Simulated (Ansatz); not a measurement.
# SiNH6 (doublet): wB97M-V, B2PLYP, RPA-PBE over a scan of the distance N1–H4 along a hydrogen transfer, cc-pVDZ

An exercise on one series of results from a longer session: the logs are not shown, and one member is left open.

Computed with Ansatz 0.2.0, Gaussian basis. Level: cc-pVDZ, all electrons in the functionals, frozen cores in the correlation of double hybrids and RPA.

To be run: wB97M-V, B2PLYP, RPA-PBE, at 1.012 Å; 1.065 Å; 1.170 Å; 1.276 Å; 1.381 Å.

## The system

The geometry derives from fragments relaxed apart (PBE0/def2-TZVP) and kept rigid, so it is no stationary point. A hydrogen atom is moved between rigid fragments.

8 atoms, charge 0, spin multiplicity 2.

Atoms are counted from 1 here; the program's logs count them from 0.

Bond lengths: N1–H2 1.012 Å, N1–H3 1.012 Å, N1–H4 1.012 Å, Si5–H6 1.486 Å, Si5–H7 1.486 Å, Si5–H8 1.486 Å. Angles: H2–N1–H3 107.1°, H2–N1–H4 107.1°, H3–N1–H4 107.1°, H6–Si5–H7 111.3°, H6–Si5–H8 111.3°, H7–Si5–H8 111.3°.

No dispersion term is added; wB97M-V holds VV10 nonlocal correlation.

The geometry shown and the zero of energy belong to the point 1.012 Å. The yardstick, UCCSDT(Q), and other wave-function levels (R restricted, U unrestricted, valence and pair active spaces) come from earlier runs.

The first run:

in.yaml

```yaml
crystal:
  periodic: [false, false, false]
  atoms:
    - {symbol: N, position_ang: [-1.860024, -0.011841, -0.018431]}
    - {symbol: H, position_ang: [-2.157304, 0.955993, -0.018431]}
    - {symbol: H, position_ang: [-2.157303, -0.414140, 0.861829]}
    - {symbol: H, position_ang: [-0.847563, -0.011841, -0.018431]}
    - {symbol: Si, position_ang: [0.960976, -0.011841, -0.018431]}
    - {symbol: H, position_ang: [1.410949, -1.428094, -0.018431]}
    - {symbol: H, position_ang: [1.410950, 0.696285, -1.244942]}
    - {symbol: H, position_ang: [1.410951, 0.696286, 1.208081]}
basis:
  gaussian: {orbitals: cc-pVDZ}
magnetization: {spin_polarized: true, initial_magnetization: 1}
hamiltonian: {xc: {name: wB97M-V}}
output: {orbitals: {seedname: orbitals}}
```

Command:

```
> ansatz run in.yaml --threads 1 --pin off --events-out ev --progress --plain --max-ram 4096MiB --backend cpu
```

Among the steps run: wB97M-V, 1.012 Å; wB97M-V, 1.065 Å; wB97M-V, 1.170 Å; wB97M-V, 1.276 Å; wB97M-V, 1.381 Å; B2PLYP, 1.012 Å; B2PLYP, 1.065 Å; B2PLYP, 1.170 Å; B2PLYP, 1.276 Å; B2PLYP, 1.381 Å; RPA-PBE, 1.012 Å; RPA-PBE, 1.065 Å; RPA-PBE, 1.170 Å; RPA-PBE, 1.276 Å; RPA-PBE, 1.381 Å.

One of the session's tables, all rows but one given; the rest of the session is left out.

| level | 1.065 Å | 1.170 Å | 1.276 Å | 1.381 Å |
| --- | --- | --- | --- | --- |
| UCCSDT(Q) | 2.8 | 23.9 | 48.7 | 70.9 |
| wB97M-V | ? | ? | ? | ? |
| B2PLYP | 2.2 | 22.0 | 46.6 | 70.3 |
| RPA-PBE | 1.0 | 18.7 | 41.9 | 65.0 |

**Question.** Estimate the row for wB97M-V.

As computed: 1.065 Å: 2.5; 1.170 Å: 23.1; 1.276 Å: 48.9; 1.381 Å: 73.4. In the column «1.065 Å» it lies between B2PLYP (2.2) and UCCSDT(Q) (2.8).

To keep in mind: Energies in kJ/mol, counted from 1.012 Å; blanks weren't run or aren't comparable.
